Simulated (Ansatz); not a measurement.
Program: Ansatz. Geometries: PBE0-D4/def2-TZVP. ΔE: electronic, gas phase. CBS: MP2 limit from def2 TZ/QZ plus the TZ coupled-cluster correction, frozen cores. This one scheme is used for every species. Functionals use def2-TZVPP. B3LYP here is the variant with VWN-RPA as its local correlation; programs differ in this. Open shells (•) are unrestricted, without spin–orbit coupling. Each species was taken in one conformer, which may not be the lowest.

`O[SiH2]O` → `[OH]`• + `O[SiH2]`•  (homolysis of the O–Si bond)

| level | ΔE (kJ/mol) |
| --- | --- |
| B3LYP-D4 | 544.7 |
| r2SCAN0-D4 | 535.9 |
| PBE-QIDH | 559.9 |
| RPA@PBE/def2-TZVPP | 524.8 |
| HF/def2-SVP | 416.8 |
| MP2/def2-QZVPP | 598.3 |
| SCS-MP2/def2-QZVPP | 586.5 |
| CCSD/CBS(def2) | 564.6 |

**Question.** What does CCSD(T)/CBS give? (Best estimate.)

**Answer.** Computed: +573.6 kJ/mol. The listed levels differ from it by -28.9, -37.7, -13.7, -48.8, -156.8, 24.7, 12.9, -9.0 kJ/mol.

Largest T1 diagnostic among the species: 0.015.

From r2SCAN to r2SCAN0 (25 % exact exchange), in def2-TZVPP and without D4, ΔE moves by −6.6 kJ/mol: exact exchange takes away binding that semilocal exchange gives to molecules. At CCSD(T), def2-SVP lies −47.3 kJ/mol from the extrapolated value and def2-TZVPP −15.8 kJ/mol: correlation converges slowly with the basis, and small sets miss more of it in the bonded molecule than in its fragments.
